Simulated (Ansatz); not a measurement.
**CH2SSi (SMILES C#[Si]S): one structure at several levels**

An exercise on one series of results from a longer session: the logs are not shown, and one member is left open.

Computed with Ansatz 0.2.0, Gaussian basis. Level: single points in def2-TZVPP.

Correlated methods freeze the cores.

## The system as given

SMILES `C#[Si]S`, 5 atoms, charge 0, spin multiplicity 1.

Atoms are counted from 1 here; the program's logs count them from 0.

Bond lengths: C1–Si2 1.624 Å, C1–H4 1.075 Å, Si2–S3 2.084 Å, S3–H5 1.295 Å. Angles: Si2–C1–H4 119.2°, C1–Si2–S3 157.2°, Si2–S3–H5 95.2°.

As a file:

```
C    -1.54750   -0.03970   -0.66130
Si   -0.15390    0.20070    0.13680
S     1.88340    0.56650    0.37940
H    -2.47330   -0.02780   -0.11520
H     2.17390   -0.63610    0.76160
```

Set-up of the first run:

run/in.yaml

```yaml
crystal:
  periodic: [false, false, false]
  atoms:
    - {symbol: C, position_ang: [-1.547500, -0.039700, -0.661300]}
    - {symbol: Si, position_ang: [-0.153900, 0.200700, 0.136800]}
    - {symbol: S, position_ang: [1.883400, 0.566500, 0.379400]}
    - {symbol: H, position_ang: [-2.473300, -0.027800, -0.115200]}
    - {symbol: H, position_ang: [2.173900, -0.636100, 0.761600]}
basis:
  gaussian: {orbitals: def2-TZVPP}
correlation: {method: ccsd_t}
output: {forces: true}
```

No record of the launch command was kept for these runs.

Steps of the session up to this table: CCSD(T)/def2-TZVPP; PBE0-D4/def2-TZVPP; wB97M-V/def2-TZVPP; r2SCAN-D4/def2-TZVPP; PBE-D4/def2-TZVPP; revPBE-D4/def2-TZVPP; BLYP-D4/def2-TZVPP.

One table of the session follows, with a row left open; its other results are not shown here.

| method | RMS force component (eV/Å) | angle to CCSD(T) forces (°) | dipole (D) |
| --- | --- | --- | --- |
| CCSD(T) | 0.816 | reference | 2.66 |
| PBE0-D4 | ? | ? | ? |
| wB97M-V | 0.596 | 31.2 | 3.28 |
| r2SCAN-D4 | 0.722 | 15.2 | 3.04 |
| PBE-D4 | 0.857 | 13.8 | 2.94 |
| revPBE-D4 | 0.893 | 11.6 | 2.92 |
| BLYP-D4 | 0.837 | 12.1 | 2.93 |

**Question.** Estimate the row for PBE0-D4.

As computed: RMS force component (eV/Å): 0.677; angle to CCSD(T) forces (°): 21.8; dipole (D): 3.12. In the column «RMS force component (eV/Å)» it lies between wB97M-V (0.596) and r2SCAN-D4 (0.722).
